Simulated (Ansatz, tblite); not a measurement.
Removing and adding an electron: the cluster Mg₃H₆. The state is a singlet with charge 0. Geometry: r2SCAN-D4/def2-TZVP. Ansatz, gas phase; energy differences of separate SCF runs; the oxidised species was run as a doublet alone; the reduced species was run as a doublet alone.

```xyz
9

Mg    1.423   -0.715   -0.141
Mg   -0.365    0.661   -1.468
Mg   -0.509   -0.222    1.554
H     1.246   -1.160    1.562
H    -1.433    1.544   -2.455
H     1.408   -0.171   -1.824
H    -1.682    0.019    2.764
H    -0.567   -0.961   -0.308
H     0.480    1.004    0.316
```

The xTB rows come from tblite. HOMO above LUMO, or a gap near zero within one spin, warns that the state may not be the lowest or that an electron is smeared out. The structure comes from a short search, and lower isomers may exist.

```json
{"level": "GFN1-xTB", "−HOMO (eV)": "11.34", "vertical IE (eV)": "14.05", "−LUMO (eV)": "7.19", "vertical EA (eV)": "4.26", "HOMO–LUMO gap (eV)": "4.15", "IE − EA (eV)": "9.79", "remarks": "–"}
{"level": "PBE-D4/def2-TZVPD", "−HOMO (eV)": "6.17", "vertical IE (eV)": "–", "−LUMO (eV)": "2.50", "vertical EA (eV)": "0.77", "HOMO–LUMO gap (eV)": "3.66", "IE − EA (eV)": "–", "remarks": "HOMO above zero (-1 doublet)"}
{"level": "PBE0-D4/def2-TZVP", "−HOMO (eV)": "7.32", "vertical IE (eV)": "9.17", "−LUMO (eV)": "1.83", "vertical EA (eV)": "–", "HOMO–LUMO gap (eV)": "5.49", "IE − EA (eV)": "–", "remarks": "–"}
{"level": "PBE0-D4/def2-TZVPD", "−HOMO (eV)": "7.31", "vertical IE (eV)": "–", "−LUMO (eV)": "1.84", "vertical EA (eV)": "0.73", "HOMO–LUMO gap (eV)": "5.47", "IE − EA (eV)": "–", "remarks": "HOMO above zero (-1 doublet)"}
```

Problem. Estimate the rows for GFN2-xTB, PBE-D4/def2-TZVP, r2SCAN-D4/def2-TZVP, r2SCAN-D4/def2-TZVPD.

Solution. 
```tsv
level	−HOMO (eV)	vertical IE (eV)	−LUMO (eV)	vertical EA (eV)	HOMO–LUMO gap (eV)	IE − EA (eV)	remarks
GFN2-xTB	10.26	12.73	6.47	4.18	3.79	8.55	–
PBE-D4/def2-TZVP	6.17	8.77	2.50	–	3.68	–	gap within one spin near zero (+1 doublet)
r2SCAN-D4/def2-TZVP	6.38	8.84	2.04	–	4.35	–	gap within one spin near zero (+1 doublet)
r2SCAN-D4/def2-TZVPD	6.37	–	2.05	0.68	4.32	–	HOMO above zero (-1 doublet)
```

   A HOMO above zero means that the electron is unbound at that level or that self-interaction error raises the level; the energy of removing that electron tells which. Raw xTB energy differences between charge states are shifted by several eV; the methods need an empirical correction for them.
